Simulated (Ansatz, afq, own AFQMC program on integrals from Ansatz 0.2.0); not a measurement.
Two steps: Ansatz 0.2.0 writes the Fock matrix and Cholesky factors of the valence space, and afq projects on them the lowest state that overlaps trial and start.

```yaml
crystal:
  periodic: [false, false, false]
  atoms:
    - {symbol: Al, position_ang: [0.000000, 0.000000, 0.000000]}
    - {symbol: H, position_ang: [0.000000, 0.000000, 1.604550]}
basis:
  gaussian: {orbitals: cc-pVTZ}
magnetization: {spin_polarized: true, initial_magnetization: 0}
correlation: {method: ccsd_t, electrons: outside_noble_gas, hamiltonian_folder: ham}
```

```sh
$ ansatz run in.yaml --threads 1 --pin off --events-out ev --progress --plain --max-ram 15360MiB --backend cuda --devices 0, --max-vram 18GiB
```

afq runs on the folder ham with

```
--method phaseless --trial cisd --walkers 4000 --populations 20 --least-time 60 --time-step 0.005 --steps-per-block 50 --equilibration-blocks 28 --max-blocks 4000 --target-error 0.00012 --factor-cut 1e-05 --start spin_pure --seed 4255 --release-times 0.24,0.51,0.99,1.62,2.4 --release-step 0.03 --release-every 3 --taylor-order 6
```

Times are imaginary, in 1/Eh. The walk had a cap of 122 s. With eight or more populations the least sampling time is a fifth of least-time, and the error comes from their spread.

Output of the walk:

```
orbitals 43  electrons 2 2  factors 275 of 292
reference energy -242.46134429 Eh
CCSD correlation -0.08238283 Eh in 11 cycles, weight of the determinant in the CISD state 0.9144
energy of the start -242.543728 Eh
 block  time / (1/Eh)  mean weight  energy / Eh
     1     0.250  1.0000  -242.543461
     2     0.500  1.0000  -242.543570
     3     0.750  0.9999  -242.543755
     4     1.000  0.9999  -242.544013
     5     1.250  1.0000  -242.544206
    10     2.500  1.0000  -242.544854
    15     3.750  0.9998  -242.545153
    20     5.000  1.0000  -242.545248
    25     6.250  1.0002  -242.545333
    30     7.500  1.0001  -242.545301
    35     8.750  0.9997  -242.545581
    37     9.250  1.0000  -242.545753
    40    10.000  1.0000  -242.545393
    45    11.250  1.0001  -242.545554
    50    12.500  1.0001  -242.545331
    55    13.750  1.0001  -242.545172
    56    14.000  1.0001  -242.545045
    60    15.000  0.9998  -242.545377
    65    16.250  1.0001  -242.545286
    70    17.500  1.0001  -242.545460
    75    18.750  1.0001  -242.545350
    78    19.500  1.0000  -242.545278
error from the spread of 20 populations
released: time / (1/Eh)  energy / Eh  error  mean overlap
  0.24  -242.545450  0.000035  0.9991
  0.51  -242.545505  0.000028  0.9972
  0.99  -242.545496  0.000024  0.9998
  1.62  -242.545544  0.000030  0.9974
  2.40  -242.545526  0.000029  1.0002
energy -242.545394 +/- 0.000035 Eh
(rows thinned)
```

The run passed its tests (sampling time, drift between the halves within three errors, error under three times the target), which doesn't prove that it has relaxed.

Against this walk (error 0.9 meV) on the same determinant: CCSD(T) 7.2 meV higher, CCSDT(Q) 4.1 meV lower, full CI 4.4 meV lower. The error is statistical and leaves out the bias of the constraint. Released to 2.40 1/Eh the energy lies 3.6 ± 1.2 meV (both errors) below the phaseless value, which shows part or all of the bias of the constraint, and full CI lies 0.8 meV below the released value.

Cautions: constraint bias not in the error; an unrestricted solution with more broken spin lies lower (17 meV, ⟨S²⟩ 0.19), while this determinant keeps restricted orbitals.

The walk took 110 s on 1 × NVIDIA H100 80GB HBM3 with 2 threads of AMD EPYC 7R13 Processor (Zen 3), on a shared host (the card was shared). The log's last line is the phaseless energy.

CCSDT and higher add their correlation energy to the determinant of the CCSD(T) run, since their own runs factorise the integrals more tightly (a shift of under 2 meV). A walk keeps the symmetry of its determinant, which the program's search chose and which needn't be the lowest solution, so a lower state of the same spin and another symmetry isn't excluded.
